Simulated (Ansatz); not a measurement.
Geometry optimisation, UKS PBE/def2-SVP in Ansatz 0.2.0.

Input file:

```yaml
crystal:
  periodic: [false, false, false]
  atoms:
    - { symbol: C, position_ang: [-0.4148, 0.7117, 1.1244] }
    - { symbol: C, position_ang: [0.3977, 0.2138, 0.2441] }
    - { symbol: F, position_ang: [1.6694, 0.5728, 0.3516] }
    - { symbol: C, position_ang: [0.1093, -0.7642, -0.816] }
    - { symbol: Cl, position_ang: [0.1677, -0.0413, -2.4391] }
    - { symbol: H, position_ang: [-0.1134, 1.4779, 1.8577] }
    - { symbol: H, position_ang: [-1.4943, 0.5228, 1.0959] }
    - { symbol: H, position_ang: [-0.9506, -1.1244, -0.7023] }
    - { symbol: H, position_ang: [0.7173, -1.6153, -0.7334] }
magnetization:
  spin_polarized: true
basis:
  gaussian: { orbitals: def2-SVP }
hamiltonian:
  xc: pbe
relax:
  f_tol: 0.02
  max_steps: 50
output:
  orbitals: {}
```

Command:

```bash
$ ansatz run input.yaml --threads 2 --pin off --max-ram 3072MiB --backend cpu --events-out ev --progress --plain --runs-dir out
```

Where does it end, and by what steps?

The forces met the threshold. After 5 steps the energy has fallen by 0.271 eV; Cl5 moved furthest, 0.11 Å.

```tsv
step	energy less start (eV)	largest force component (eV/Å)	accepted
0	0.0000	2.762	yes
1	-0.2363	0.810	yes
2	-0.2622	0.266	yes
3	-0.2697	0.103	yes
4	-0.2710	0.054	yes
5	-0.2713	0.014	yes
```

```xyz
9
Properties=species:S:1:pos:R:3
C -0.459 0.759 1.151
C 0.391 0.236 0.253
F 1.695 0.580 0.259
C 0.060 -0.762 -0.805
Cl 0.265 -0.074 -2.471
H -0.099 1.467 1.910
H -1.521 0.485 1.136
H -0.986 -1.105 -0.707
H 0.742 -1.633 -0.742
```

Whether the end is a true minimum wasn't checked by a vibrational analysis.

Run time: 30 s on 2 threads of Arm Neoverse N1, on a shared host, peak memory 0.16 GiB.
